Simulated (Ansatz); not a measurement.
Reaction (SMILES): O=C=C + H+ → C=C=[OH+]
B3LYP-D3(BJ)/def2-TZVP geometries, fixed; electronic energies without zero-point terms; positive where energy is released.

Basis-set convergence of the proton affinity at MP2 with Ansatz (a program for electronic structure). Cartesian d functions, on some or all atoms, in 6-31G*, 6-31+G*; all else is spherical. Cores are frozen. The proton sits at the site shown, which need not be the one that binds it best. No added dispersion term, no relativity. Functions are those of the species that has most. Reference: Hartree-Fock in aug-cc-pVQZ plus the correlation part extrapolated as X^-3 from aug-cc-pVTZ and aug-cc-pVQZ, 155.60 kcal/mol, itself unsure by roughly 0.08 kcal/mol (a third of the extrapolation step and of the last Hartree-Fock step). Deviations are taken from unrounded values.

```
basis        functions  proton affinity (kcal/mol)
-----------  ---------  --------------------------
6-31G*              51                      155.36
6-31+G*             63                      151.90
cc-pVDZ             57                      157.91
aug-cc-pVDZ         96                      155.09
def2-SVP            57                      158.29
def2-SVPD           87                      156.06
pcseg-1             57                      154.08
aug-pcseg-1         96                      154.85
6-311G**            72                      158.11
6-311+G**           84                      156.51
def2-TZVP          111                      154.65
def2-TZVPD         141                      154.56
cc-pVTZ            132                      157.33
aug-cc-pVTZ        207                      155.96
pcseg-2            132                      156.98
aug-pcseg-2        207                      156.47
def2-TZVPP         135                      156.68
def2-TZVPPD        165                      156.30
cc-pVQZ            255                      156.34
aug-cc-pVQZ        378                      155.78
def2-QZVPP         261                      156.28
def2-QZVPPD        291                      156.18
pcseg-3            279                      156.36
aug-pcseg-3        402                      156.27
```

What the diffuse functions change, pair by pair:
- 6-31G* to 6-31+G*: 12 more functions, deviation -0.24 to -3.70 kcal/mol
- cc-pVDZ to aug-cc-pVDZ: 39 more functions, deviation 2.30 to -0.51 kcal/mol
- def2-SVP to def2-SVPD: 30 more functions, deviation 2.68 to 0.46 kcal/mol
- pcseg-1 to aug-pcseg-1: 39 more functions, deviation -1.52 to -0.75 kcal/mol
- 6-311G** to 6-311+G**: 12 more functions, deviation 2.50 to 0.90 kcal/mol
- def2-TZVP to def2-TZVPD: 30 more functions, deviation -0.95 to -1.04 kcal/mol
- cc-pVTZ to aug-cc-pVTZ: 75 more functions, deviation 1.72 to 0.36 kcal/mol
- pcseg-2 to aug-pcseg-2: 75 more functions, deviation 1.37 to 0.87 kcal/mol
- def2-TZVPP to def2-TZVPPD: 30 more functions, deviation 1.08 to 0.69 kcal/mol
- cc-pVQZ to aug-cc-pVQZ: 123 more functions, deviation 0.74 to 0.18 kcal/mol
- def2-QZVPP to def2-QZVPPD: 30 more functions, deviation 0.68 to 0.58 kcal/mol
- pcseg-3 to aug-pcseg-3: 123 more functions, deviation 0.76 to 0.67 kcal/mol

Leaving out the reference's own pair, they bring the value nearer the reference by more than 0.08 kcal/mol in 9 of 11 pairs.
